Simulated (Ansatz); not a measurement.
The pair A = H2O (SMILES O) (first 3 atoms), B = H2O (SMILES O); geometry from NCB31 set.
(charge 0, multiplicity 1):
```xyz
6

O      1.532     0.006    -0.121
H      0.576    -0.005     0.025
H      1.906    -0.038     0.763
O     -1.396    -0.005     0.107
H     -1.789    -0.742    -0.371
H     -1.777     0.778    -0.304
```

Frozen-core correlation. MP2 and its Hartree–Fock in aug-cc-pVQZ are density fitted.

Codes used: Ansatz (Gaussian basis) for Hartree–Fock, density functionals and correlated methods. Each number belongs to the level named beside it.

The counterpoise-corrected interaction energy is E(AB) − E(A in the pair's basis) − E(B in the pair's basis). Total energies (hartree):

```
level                          AB  A in the pair's basis  B in the pair's basis
-------------------  ------------  ---------------------  ---------------------
HF/aug-cc-pVTZ       -152.1262386            -76.0600922            -76.0602802
MP2/aug-cc-pVTZ      -152.6662169            -76.3292648            -76.3294050
HF/aug-cc-pVQZ       -152.1369256            -76.0654121            -76.0655969
MP2/aug-cc-pVQZ      -152.7117320            -76.3518943            -76.3520440
CCSD(T)/aug-cc-pVTZ  -152.6929453            -76.3426030            -76.3427420
```

Problem. Work out the counterpoise-corrected interaction energy at the basis-set limit: extrapolate the MP2 correlation part as X⁻³, take Hartree–Fock from the larger set, and add the CCSD(T) − MP2 difference of aug-cc-pVTZ.

Solution. 
1. Differences (1 hartree = 627.509 kcal/mol): HF/aug-cc-pVTZ -3.681; MP2/aug-cc-pVTZ -4.736; HF/aug-cc-pVQZ -3.713; MP2/aug-cc-pVQZ -4.891; CCSD(T)/aug-cc-pVTZ -4.769.
2. Correlation parts, MP2 less HF: -1.055 in aug-cc-pVTZ (X = 3), -1.178 in aug-cc-pVQZ (X = 4).
3. Limit (4³·(-1.178) − 3³·(-1.055))/(4³ − 3³) = -1.268; with HF/aug-cc-pVQZ it gives -4.981.
4. CCSD(T) less MP2 in aug-cc-pVTZ: -0.033.
Result: -5.01 kcal/mol, against -4.74 at MP2/aug-cc-pVTZ. It is an estimate of this method's limit, not of the exact value.

Ansatz is a quantum-chemistry and plane-wave program.
